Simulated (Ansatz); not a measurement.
Competing steps

Reactants: CH₅ClSi ([CH3][SiH2][Cl]) (brackets give SMILES or just the links). Saddle points were found for several chosen steps; others may exist. Gas-phase electronic energies, without zero-point energy, by CCSD(T) at an estimated basis limit (MP2 extrapolated from triple and quadruple zeta, plus CCSD(T) − MP2 in triple zeta); Ansatz 0.2.0, def2-TZVPP and QZVPP, frozen cores, on PBE0-D4/def2-TZVP structures. Extrapolation: Hartree–Fock as exp(−7.88 √X), correlation as X^−2.97. No counterpoise correction.

**Question.** Rank the steps by the energy of their saddle points, lowest first, and give each saddle's height above the lowest. (An estimate is asked for; the value comes from the calculation.)
A. 1,1-elimination, to SiHCl ([SiH][Cl]) + CH₄ (breaks or loosens C–Si, H–Si; forms C–H)
B. 1,2-elimination, to CH₄Si ([CH2][SiH2]) + HCl (breaks or loosens Cl–Si, C–H; forms Cl–H)

**Answer.** The calculation gives: A (0.0 kJ/mol), B (24.8 kJ/mol). Heights count from the lowest.

The lowest of these saddles lies at 322.0 kJ/mol relative to the reactant.

**Question.** Does the lowest of these saddles lead to the lowest end structure (the products still in contact)? (A judgement: the text doesn't fix the answer.)

**Answer.** Computed: Yes. Relative to the reactant, the ends lie at 191.1 (SiHCl ([SiH][Cl]) + CH₄); 308.6 (CH₄Si ([CH2][SiH2]) + HCl) kJ/mol.

No T1 diagnostic of these runs exceeds 0.014. The restricted Hartree–Fock reference is unstable towards an unrestricted one at one or more of these structures.

For scale, one of the runs: CCSD(T)/def2-TZVPP, 185 basis functions, launched by `ansatz run in.yaml --threads 2 --pin off --events-out ev --progress --plain --max-ram 4352MiB`. Time: 37 s of wall clock on 2 CPU threads of an Arm Neoverse V1; the host was shared. Peak host memory: 1.7 GiB.
